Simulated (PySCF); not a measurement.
An element was calculated at UHF (PySCF 2.14, spin-free X2C, a triple-zeta basis, no spin-orbit coupling), in the ground configurations that NIST lists.

```
first ionisation energy  : 10.799 eV
second ionisation energy : 24.174 eV
third ionisation energy  : 45.803 eV
```

Question: Which element is it?

Answer: Carbon (C, Z = 6), in ANO-RCC-VTZP. NIST lists 11.260, 24.383, 47.888 eV for these ionisation energies.
